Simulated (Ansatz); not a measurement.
**SiCO+ (doublet): the correlation ladder, def2-QZVPP**

The task here is to estimate one member of a computed series from the others.

Method: def2-QZVPP, core rule «outside noble gas», up to 7 orbitals frozen; program: Ansatz 0.2.0, Gaussian basis.

Plan: UHF; ROHF; CCSD(T) on UHF.

2 further runs of the same task are left out: 2 set aside as unsound or not needed.

## The system

The geometry is a PBE0/def2-TZVP stationary point (not a proven minimum) of the parent state, kept for this charge and spin.

3 atoms, charge 1, spin multiplicity 2.

Atoms are counted from 1 here; the program's logs count them from 0.

Bond lengths: C1–O2 1.168 Å, O2–Si3 1.859 Å. Angles: C1–O2–Si3 180.0°.

The first run:

in.yaml reads:

```yaml
crystal:
  periodic: [false, false, false]
  atoms:
    - {symbol: C, position_ang: [0.000000, 0.000000, -1.398000]}
    - {symbol: O, position_ang: [0.000000, 0.000000, -0.230400]}
    - {symbol: Si, position_ang: [0.000000, 0.000000, 1.628400]}
basis:
  gaussian: {orbitals: "def2-QZVPP.json"}
total_charge: 1
magnetization: {spin_polarized: true, initial_magnetization: 1}
hamiltonian: {xc: hf}
output: {orbitals: {seedname: orbitals}}
```

Launch:

```sh
$ ansatz run in.yaml --threads 1 --pin off --events-out ev --progress --plain --max-ram 4096MiB --backend cpu
```

Steps of the session up to this table: UHF; ROHF; CCSD(T) on UHF.

One of the session's tables, all rows but one given; the rest of the session is left out.

It belongs to the step «Misses and costs». 

| method | from UCCSD(T) (meV) |
| --- | --- |
| ROHF | +12853.0 |
| UHF | +12694.6 |
| UMP2 | ? |
| UCCSD | +591.8 |
| UCCSD(T) | 0 |

Q: Estimate the row for UMP2 from the others.

As computed: from UCCSD(T) (meV): +1101.4. In the column «from UCCSD(T) (meV)» it lies between UCCSD (+591.8) and UHF (+12694.6).
